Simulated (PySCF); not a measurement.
## Shapes and spin states of Li₃

These are results of PySCF, B3LYP, basis Li def2-TZVP (no relativity, density fitting), not measurements.

Relaxations began from a few typed shapes and spin states; open shells are unrestricted. The search is not exhaustive: other isomers or separated fragments can lie lower, and high-lying points may rest on an excited occupation.

```
   spin  group                              bonds                               angles  imaginary modes (cm⁻¹)  ΔE (kJ/mol)  ΔE with ZPE (kJ/mol)
doublet    C2v  Li–Li 2.789 Å (×2), Li–Li 3.408 Å  Li–Li–Li 52.3° (×2), Li–Li–Li 75.3°                    none          0.0                   0.0
quartet    D3h                 Li–Li 3.264 Å (×3)                  Li–Li–Li 60.0° (×3)                    none        118.0                 117.1
```

The lowest minimum found is the doublet C2v: Li–Li 2.789 Å (×2), Li–Li 3.408 Å; Li–Li–Li 52.3° (×2), Li–Li–Li 75.3°.
